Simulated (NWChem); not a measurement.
The numbers come from NWChem runs, not from measurements. System: H$_{3}$Si, charge 0, spin multiplicity 2, at a geometry optimised with UB3LYP/def2-SVP. The structure started from a generated list of species. Its SCF solution wasn't tested for a lower state. Level: ROCCSD(T)/def2-TZVP, 5 core orbitals frozen.

The NWChem input:

```
start mol
memory heap 100 mb stack 700 mb global 1900 mb
geometry units angstroms nocenter noautoz
  Si    -0.000656     0.080587     0.000000
  H      1.424481    -0.364538     0.000000
  H     -0.707651    -0.381843     1.231039
  H     -0.707651    -0.381843    -1.231039
  symmetry group Cs
end
basis spherical
  * library def2-tzvp
end
scf
  rohf
  nopen 1
  maxiter 100
  thresh 1e-7
  semidirect memsize 60000000 filesize 0
  # guess.movecs holds the orbitals of an unrestricted PBE0 run
  vectors input guess.movecs output mol.movecs
end
tce
  freeze core 5
  ccsd(t)
  2eorb
  2emet 13
  thresh 1e-6
  maxiter 100
  tilesize 24
end
task tce energy
```

Output (cleaned and shortened):

```
             Northwest Computational Chemistry Package (NWChem) 7.3.0
             --------------------------------------------------------

                                NWChem Input Module
                                -------------------

 Scaling coordinates for geometry "geometry" by  1.889725989
 (inverse scale =  0.529177249)

 Turning off AUTOSYM since
 SYMMETRY directive was detected!

                             Geometry "geometry" -> ""
                             -------------------------

 Output coordinates in angstroms (scale by  1.889725989 to convert to a.u.)

  No.       Tag          Charge          X              Y              Z
 ---- ---------------- ---------- -------------- -------------- --------------
    1 Si                  14.0000    -0.00065600     0.08058700     0.00000000
    2 H                    1.0000     1.42448100    -0.36453800     0.00000000
    3 H                    1.0000    -0.70765100    -0.38184300     1.23103900
    4 H                    1.0000    -0.70765100    -0.38184300    -1.23103900

 Effective nuclear repulsion energy (a.u.)      15.5309115097

            Nuclear Dipole moment (a.u.)
            ----------------------------
        X                 Y               Z
 ---------------- ---------------- ----------------
    -0.0000094486    -0.0000113384     0.0000000000

      Symmetry information
      --------------------

 Group name             Cs
 Group number              2
 Group order               2
 No. of unique centers     3

      Symmetry unique atoms

     1    2    3


 Summary of "ao basis" -> "" (spherical)
 ------------------------------------------------------------------------------
       Tag                 Description            Shells   Functions and Types
 ---------------- ------------------------------  ------  ---------------------
 *                         def2-tzvp                  on all atoms

 Summary of "ao basis" -> "ao basis" (spherical)
 ------------------------------------------------------------------------------
       Tag                 Description            Shells   Functions and Types
 ---------------- ------------------------------  ------  ---------------------
 Si                        def2-tzvp                13       37   5s5p2d1f
 H                         def2-tzvp                 4        6   3s1p

                                 NWChem SCF Module
                                 -----------------

  ao basis        = "ao basis"
  functions       =    55
  atoms           =     4
  closed shells   =     8
  open shells     =     1
  charge          =   0.00
  wavefunction    = ROHF
  use symmetry    = T
  symmetry adapt  = T

 Summary of "ao basis" -> "ao basis" (spherical)
 ------------------------------------------------------------------------------
       Tag                 Description            Shells   Functions and Types
 ---------------- ------------------------------  ------  ---------------------
 Si                        def2-tzvp                13       37   5s5p2d1f
 H                         def2-tzvp                 4        6   3s1p

      Symmetry analysis of basis
      --------------------------

        a'         36
        a"         19

 Forming initial guess at       0.1s

      Symmetry analysis of molecular orbitals - initial
      -------------------------------------------------

  Numbering of irreducible representations:

     1 a'          2 a"

  Orbital symmetries:

     1 a'          2 a'          3 a'          4 a"          5 a'
[...]
 -----------   ------   -------------------------------------------------------
    1 Si  14    13.90   2.00  0.59  1.39  0.85  0.50  4.12  1.73  0.51  1.46  0.52  0.09  0.13  0.01
    2 H    1     1.03   0.23  0.56  0.23  0.01
    3 H    1     1.03   0.23  0.56  0.23  0.01
    4 H    1     1.03   0.23  0.56  0.23  0.01

 Mulliken analysis of the open-shell density
 -------------------------------------------

    Atom       Charge   Shell Charges
 -----------   ------   -------------------------------------------------------
    1 Si  14     0.96   0.00  0.00 -0.00  0.07  0.10  0.02 -0.01  0.08  0.42  0.25  0.01  0.02  0.00
    2 H    1     0.01   0.00  0.01  0.00  0.00
    3 H    1     0.01   0.00  0.01  0.00  0.00
    4 H    1     0.01   0.00  0.01  0.00  0.00

       Multipole analysis of the density wrt the origin
       ------------------------------------------------

     L   x y z        total         open         nuclear
     -   - - -        -----         ----         -------
     0   0 0 0     -0.000000     -1.000000     17.000000

     1   1 0 0     -0.000182      0.010254     -0.000009
     1   0 1 0      0.020945     -1.262433     -0.000011
     1   0 0 1      0.000000      0.000000      0.000000

     2   2 0 0    -12.043976     -1.807042     10.822796
     2   1 1 0      0.001428      0.026538      0.072870
     2   1 0 1      0.000000     -0.000000      0.000000
     2   0 2 0    -12.218913     -5.074987      1.840583
     2   0 1 1     -0.000000      0.000000      0.000000
     2   0 0 2    -12.043951     -1.806834     10.823589

                   NWChem Extensible Many-Electron Theory Module
                   ---------------------------------------------


            General Information
            -------------------
      Number of processors :     1
         Wavefunction type : Restricted open-shell Hartree-Fock
          No. of electrons :    17
           Alpha electrons :     9
            Beta electrons :     8
           No. of orbitals :   110
            Alpha orbitals :    55
             Beta orbitals :    55
        Alpha frozen cores :     5
         Beta frozen cores :     5
     Alpha frozen virtuals :     0
      Beta frozen virtuals :     0
         Spin multiplicity : doublet
    Number of AO functions :    55
       Number of AO shells :    25
        Use of symmetry is : on
      Symmetry adaption is : on
         Schwarz screening : 0.10D-09

          Correlation Information
          -----------------------
          Calculation type : Coupled-cluster singles & doubles w/ perturbation
   Perturbative correction : (T)
            Max iterations :      100
        Residual threshold : 0.10D-05
     T(0) DIIS level shift : 0.00D+00
     L(0) DIIS level shift : 0.00D+00
     T(1) DIIS level shift : 0.00D+00
     L(1) DIIS level shift : 0.00D+00
     T(R) DIIS level shift : 0.00D+00
     T(I) DIIS level shift : 0.00D+00
   CC-T/L Amplitude update :  5-th order DIIS
                I/O scheme : Global Array Library
        L-threshold :  0.10D-05
        EOM-threshold :  0.10D-05
 no EOMCCSD initial starts read in
 TCE RESTART OPTIONS
 SLICE:      F
 D4D5:       F
 quantumc:   F
 qrotation:  F
 pwtce:      F
 qducc:      F
 nacto:                         0
 nrotv:                         0
 nrot:                          0

            Memory Information
            ------------------
          Available GA space size is     249030750 doubles
          Available MA space size is     104853060 doubles

 Maximum block size supplied by input
 Maximum block size        24 doubles

 tile_dim =     17

 -------------------------------------------------
   1    alpha     a'     2 doubles       0       1
   2    alpha     a'     1 doubles       2       2
   3    alpha     a"     1 doubles       3       3
   4    beta      a'     2 doubles       4       4
   5    beta      a"     1 doubles       6       5
   6    alpha     a'    14 doubles       7       6
   7    alpha     a'    15 doubles      21       7
   8    alpha     a"    17 doubles      36       8
   9    beta      a'     1 doubles      53       9
  10    beta      a'    14 doubles      54      10
  11    beta      a'    15 doubles      68      11
  12    beta      a"    17 doubles      83      12

 Global array virtual files algorithm will be used

 Parallel file system coherency ......... OK

 4-electron integrals stored in orbital form

 v2    file size   =           869709
 4-index algorithm nr.  13 is used
 imaxsize =       30
 imaxsize ichop =        0


CCSD iterations
 ---------------------------------------------------------
 Iter          Residuum       Correlation     Cpu    Wall
 ---------------------------------------------------------
    1   0.1063945941063  -0.1109332180668     0.5     0.5
    2   0.0312314697904  -0.1298516521334     0.6     0.6
    3   0.0111553602843  -0.1341471762262     0.5     0.5
    4   0.0044474585781  -0.1354572805999     0.5     0.5
    5   0.0019848740590  -0.1359034310067     0.5     0.5
    6   0.0004062584967  -0.1362055928000     0.5     0.5
    7   0.0001396111968  -0.1362020542712     0.5     0.5
    8   0.0000819757692  -0.1362041003749     0.5     0.5
    9   0.0000390310675  -0.1362053083430     0.5     0.5
   10   0.0000236824201  -0.1362059712235     0.5     0.5
   11   0.0000037436686  -0.1362068726895     0.6     0.6
   12   0.0000014038585  -0.1362071267201     0.5     0.5
   13   0.0000006399273  -0.1362072001968     0.3     0.3
 -----------------------------------------------------------------
 Iterations converged
 CCSD correlation energy / hartree =        -0.136207200196828
 CCSD total energy / hartree       =      -290.771199550188271

 Singles contributions

 Doubles contributions
 CCSD(T)
 Using plain CCSD(T) code
             total no. of tasks          373
 total no. of tasks / no. procs          373
                         wl_min            2           1.1
                         wl_max        34680           5.7
        thresh for no. of tasks          373

 CCSD[T]  correction energy / hartree =        -0.003462145761432
 CCSD[T] correlation energy / hartree =        -0.139669345958259
 CCSD[T] total energy / hartree       =      -290.774661695949703
 CCSD(T)  correction energy / hartree =        -0.003376872440865
 CCSD(T) correlation energy / hartree =        -0.139584072637693
 CCSD(T) total energy / hartree       =      -290.774576422629139

 Task  times  cpu:       13.4s     wall:       13.4s

 Total times  cpu:       13.4s     wall:       13.4s
```
